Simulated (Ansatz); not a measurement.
Reaction (SMILES): P (PH3) → [PH2] (PH2) + H atom
B3LYP-D3(BJ)/def2-TZVP geometries, fixed; electronic energies without zero-point terms.

Energies in hartree at MP2 with Ansatz (a first-principles code); the bond dissociation energy is their sum with the coefficients shown, times 627.509 kcal/mol a hartree. All functions are spherical. Cores are frozen. Open shells are unrestricted. No added dispersion term, no relativity.

```csv
species,coefficient,part,cc-pV(D+d)Z,cc-pV(T+d)Z,cc-pV(Q+d)Z
P (PH3),-1,Hartree-Fock,-342.47590,-342.48995,-342.49365
P (PH3),-1,correlation,-0.13495,-0.17005,-0.18221
[PH2] (PH2),+1,Hartree-Fock,-341.87582,-341.88871,-341.89218
[PH2] (PH2),+1,correlation,-0.10788,-0.13721,-0.14734
H atom,+1,Hartree-Fock,-0.49928,-0.49981,-0.49995
```

Question: Predict the bond dissociation energy in cc-pV(5+d)Z (X = 5): let each Hartree-Fock step shrink by the ratio of the last two, and fit each correlation energy at X = 3 and 4 to E + A/X^3. Compare with the run.

Answer: 
- P (PH3): steps -0.01405 and -0.00370, ratio 0.263, so Hartree-Fock -342.49462 (run: -342.49439); A = (-0.17005 - (-0.18221))/(1/27 - 1/64) = 0.5679, correlation -0.18221 - A/64 + A/125 = -0.18654 (run: -0.18720).
- [PH2] (PH2): steps -0.01289 and -0.00347, ratio 0.269, so Hartree-Fock -341.89311 (run: -341.89284); A = (-0.13721 - (-0.14734))/(1/27 - 1/64) = 0.4731, correlation -0.14734 - A/64 + A/125 = -0.15095 (run: -0.15164).
- H atom: steps -0.00053 and -0.00014, ratio 0.264, so Hartree-Fock -0.49999 (run: -0.49999).
Predicted 86.04 kcal/mol; the run in cc-pV(5+d)Z gives 86.04, a miss of -0.01. Keeping the value in cc-pV(Q+d)Z, 85.59, would miss by -0.46. All sums are of the energies as printed.
